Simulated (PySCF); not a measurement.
# FHSi (HSiF): the cost of one run

Computed with PySCF 2.14.0, with density-fitted response routines of our own, on a single molecule in the gas phase. Atoms are numbered from 0 throughout.

## (1) Starting geometry

3 atoms, charge 0, multiplicity 1; geometry from: GFN2-xTB. The atoms were then displaced at random by about 0.03 Å, so the start is not that level's minimum.

Bonds of the start (Å): F0–Si1 1.74, Si1–H2 1.50.

## (2) Relaxing the molecule at PBE0-D3(BJ)/def2-SVP

The job: settings as JSON, then the geometry in Å.

```
{"job": {"xc": "PBE0", "basis": "def2-SVP", "d3": "d3bj", "grid": 1, "shake": 0.03, "kind": "geom"}, "charge": 0, "multiplicity": 1}
F      1.252150    -0.394230     0.009000
Si    -0.107860     0.693320    -0.032300
H     -1.137730    -0.401380    -0.021700
```

The run is started by

```
OMP_NUM_THREADS=1 python probes_run.py task.json out
```

This one command runs all jobs of the session in turn.

**Question.** How long does this first job take on 1 thread of Intel Xeon Platinum 8488C, shared host?

About 1.9 s.
